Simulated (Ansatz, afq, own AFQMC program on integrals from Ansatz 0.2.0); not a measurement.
## Where AFQMC and coupled cluster stand for AlGaCl, quartet

```json
{"atom": "Cl", "x (Å)": "0.0000", "y (Å)": "0.0000", "z (Å)": "2.0905"}
{"atom": "Al", "x (Å)": "0.0000", "y (Å)": "0.0000", "z (Å)": "-0.0003"}
{"atom": "Ga", "x (Å)": "0.0000", "y (Å)": "0.0000", "z (Å)": "-2.0903"}
```

Connectivity, by distances: Cl–Al–Ga.

Basis cc-pVDZ. Noble-gas cores (and the filled d shells of Ga–Kr and In–Xe) are frozen. Ansatz 0.2.0 and our own AFQMC program on the same integrals; the CISD trial comes from CCSD amplitudes, and released means the phaseless constraint is let go. Uncertainties: one standard error, sampling alone. No spin–orbit coupling.

Determinant: UHF, the one that the program's search chose, which needn't be the lowest solution. The geometry is a point of a scan.

No full CI on the walks' own integrals is used here; CCSDT(Q) serves as the reference and is uncertain by about the last step of the cluster series.

Cautions: no relativity below Rb; no spin-orbit coupling; inner d shell frozen; lower spins were not checked.

```
T1 diagnostic                               : 0.0181
weight of the determinant in the CISD state : 0.867
⟨S²⟩ of the determinant                     : 3.765
size of the correlated space                : 13 electrons in 39 orbitals
```

| level | correlation energy (eV) |
| --- | --- |
| MP2 | -5.5750 |
| CCSD | -6.3172 |
| CCSD(T) | -6.5030 |

Problem. Estimate where phaseless AFQMC with a CISD trial lies against CCSD(T) on the same integrals.

Solution. 0.88 ± 0.26 kcal/mol below CCSD(T).

Reference: CCSDT(Q), correlation energy -6.550 eV. The released energy is read at 2.40 1/Eh (meV from the phaseless value at times in 1/Eh: 7 ± 11 at 0.24, -5 ± 13 at 0.51, -29 ± 12 at 0.99, 1 ± 13 at 1.62, 20 ± 15 at 2.40).

| level | E − E(reference) (kcal/mol) | share of correlation (%) |
| --- | --- | --- |
| CCSD(T) | 1.08 | 99.28 |
| CCSDT | 0.37 | 99.76 |
| ph-AFQMC/CISD | 0.20 ± 0.26 | 99.87 |
| released AFQMC | 0.66 ± 0.35 | 99.56 |

A walk keeps the symmetry of its determinant, which the program's search chose and which needn't be the lowest solution, so a lower state of the same spin and another symmetry isn't excluded. Released energies are given only where the last usable release times agree within the noise; a slower fall can still hide under it.
